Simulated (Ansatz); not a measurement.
Relaxed structures of MgSiNH4 (charge -1), closed shell (PBE0-D4/def2-TZVPD; forces vanish, vibrations not checked; lower isomers may exist, and structures with a doubtful reference or unclear bonds are left out; Å). Computed with Ansatz 0.2.0 (basis: def2-TZVPPD); correlated methods freeze the cores. The outer core shell of Li, Na, Mg and K is correlated. The def2 sets are not built for correlating such inner shells, so the correlated values are less sure here.

**Question.** Rank them by CCSD(T) energy, lowest first, and give each one's height above the lowest. Links in brackets join atoms within 1.22 times the sum of their covalent radii (1.1 for two metals). (To be estimated.)
A.
MgSiNH₄ ([MgH][N][SiH3]), total charge -1
```
7
angstrom
Mg -2.0655 -0.8174 -0.5475
N -0.4225 -0.1692 -0.1125
Si 1.0585 0.4185 0.2804
H -3.6407 -1.4392 -0.9643
H 1.8009 1.2182 -0.7908
H 1.1367 1.3858 1.4622
H 2.1326 -0.5967 0.6725
```
B.
MgSiNH₄ ([MgH2][NH][SiH]), total charge -1
```
7
angstrom
Mg 1.1732 1.0061 0.3753
N -0.2395 -0.3561 -0.1737
Si -1.8287 -0.6104 0.3112
H -2.2062 -1.8456 -0.5856
H 2.7152 0.7703 -0.5044
H 0.8038 2.2406 1.5968
H 0.1114 -0.9955 -0.8796
```
C.
MgSiNH₄ ([MgH2][N][SiH2]), total charge -1
```
7
angstrom
Mg -2.2978 -0.8446 -0.0153
N -0.3960 -0.2920 -0.0621
Si 1.1149 0.1422 -0.1008
H -3.0094 -1.5520 -1.5054
H 1.6605 1.4911 -0.4864
H -3.2099 -0.6089 1.5142
H 2.3109 -0.7060 0.2400
```

**Answer.** The calculation gives: B (0.000 eV), A (0.119 eV), C (0.837 eV). Heights count from the lowest.

No T1 diagnostic of these runs exceeds 0.016. The restricted Hartree–Fock reference is unstable towards an unrestricted one at one or more of these structures.

For scale, one of the runs: CCSD(T)/def2-TZVPPD, 188 basis functions, launched by `ansatz run in.yaml --threads 2 --pin off --events-out ev --progress --plain --max-ram 4352MiB`. The run took 17 s on 2 CPU threads of an AMD EPYC 9R45 (shared host), with 2.1 GiB of host memory at its peak.
